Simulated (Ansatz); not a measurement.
# CHFSi (SMILES C#[Si]F): single points off equilibrium

The atoms stand at a structure displaced at random from a GFN2-xTB minimum. How far do the functionals agree with CCSD(T) there?

Computed with Ansatz 0.2.0, Gaussian basis. Level: single points in def2-TZVPP.

Correlated methods freeze the cores.

### 1 The system as given

SMILES `C#[Si]F`, 4 atoms, charge 0, spin multiplicity 1.

Atoms are counted from 1 here; the program's logs count them from 0.

Bond lengths: C1–Si2 1.893 Å, C1–H4 1.062 Å, Si2–F3 1.580 Å. Angles: Si2–C1–H4 116.0°, C1–Si2–F3 169.1°.

Coordinates:

```
C     0.4553    1.1570    0.2811
Si    0.0349   -0.6736    0.0480
F    -0.1949   -2.2353    0.1262
H    -0.0548    1.8364   -0.3558
```

### 2 CCSD(T)/def2-TZVPP

The input, run/in.yaml:

```yaml
crystal:
  periodic: [false, false, false]
  atoms:
    - {symbol: C, position_ang: [0.455300, 1.157000, 0.281100]}
    - {symbol: Si, position_ang: [0.034900, -0.673600, 0.048000]}
    - {symbol: F, position_ang: [-0.194900, -2.235300, 0.126200]}
    - {symbol: H, position_ang: [-0.054800, 1.836400, -0.355800]}
basis:
  gaussian: {orbitals: def2-TZVPP}
correlation: {method: ccsd_t}
output: {forces: true}
```

No record of the launch command was kept for these runs.

### 3 PBE0-D4/def2-TZVPP

run/in.yaml, as its differences from that of step 2:

```diff
@@ -9,3 +9,3 @@
   gaussian: {orbitals: def2-TZVPP}
-correlation: {method: ccsd_t}
-output: {forces: true}
+hamiltonian: {xc: pbe0, dispersion: d4}
+output: {forces: true, orbitals: {seedname: orbitals}}
```

### 4 wB97M-V/def2-TZVPP

run/in.yaml, as its differences from that of step 3:

```diff
@@ -9,3 +9,3 @@
   gaussian: {orbitals: def2-TZVPP}
-hamiltonian: {xc: pbe0, dispersion: d4}
-output: {forces: true, orbitals: {seedname: orbitals}}
+hamiltonian: {xc: {name: wB97M-V}}
+output: {forces: true}
```

### 5 r2SCAN-D4/def2-TZVPP

run/in.yaml, as its differences from that of step 4:

```diff
@@ -9,3 +9,3 @@
   gaussian: {orbitals: def2-TZVPP}
-hamiltonian: {xc: {name: wB97M-V}}
+hamiltonian: {xc: r2scan, dispersion: d4}
 output: {forces: true}
```

### 6 PBE-D4/def2-TZVPP

run/in.yaml, as its differences from that of step 5:

```diff
@@ -9,3 +9,3 @@
   gaussian: {orbitals: def2-TZVPP}
-hamiltonian: {xc: r2scan, dispersion: d4}
+hamiltonian: {xc: pbe, dispersion: d4}
 output: {forces: true}
```

### 7 revPBE-D4/def2-TZVPP

run/in.yaml, as its differences from that of step 6:

```diff
@@ -9,3 +9,3 @@
   gaussian: {orbitals: def2-TZVPP}
-hamiltonian: {xc: pbe, dispersion: d4}
+hamiltonian: {xc: {name: revPBE}, dispersion: d4}
 output: {forces: true}
```

### 8 HSE06-D4/def2-TZVPP

run/in.yaml, as its differences from that of step 7:

```diff
@@ -9,3 +9,3 @@
   gaussian: {orbitals: def2-TZVPP}
-hamiltonian: {xc: {name: revPBE}, dispersion: d4}
+hamiltonian: {xc: hse06, dispersion: d4}
 output: {forces: true}
```

(Steps that only read results are left out.)

Before running it: what results should come out? Wanted: energy less free atoms, CCSD(T)/def2-TZVPP; RMS force component; RMS force error; HOMO and LUMO, PBE0-D4; T1 diagnostic.

**Answer**, as computed:

| quantity | value |
| --- | --- |
| energy less free atoms, CCSD(T)/def2-TZVPP | -287.6 kcal/mol |
| RMS force component | 2.038 to 2.253 eV/Å over the methods |
| RMS force error | PBE0-D4 0.185, wB97M-V 0.141, r2SCAN-D4 0.190, PBE-D4 0.311, revPBE-D4 0.356, HSE06-D4 0.181 eV/Å |
| HOMO and LUMO, PBE0-D4 | -6.36 and -3.20 eV |
| T1 diagnostic | 0.033 |

Against CCSD(T) the functionals' energies less atoms differ by -21.9 to -0.6 kcal/mol, PBE-D4 by -21.9 kcal/mol. CCSD(T) in triple zeta still lacks some correlation energy of the bonds, so part of these gaps is its own basis error and they don't rank the functionals. The forces of wB97M-V come nearest to CCSD(T), those of revPBE-D4 are farthest. Frozen-core CCSD(T) forces in triple zeta carry basis errors of their own, and this is one geometry, so small gaps rank nothing. The T1 diagnostic is large here, over the usual mark for main-group molecules (transition-metal compounds often pass it harmlessly), so CCSD(T) itself may be off. The restricted Hartree–Fock reference is unstable towards an unrestricted one at one or more of these structures.
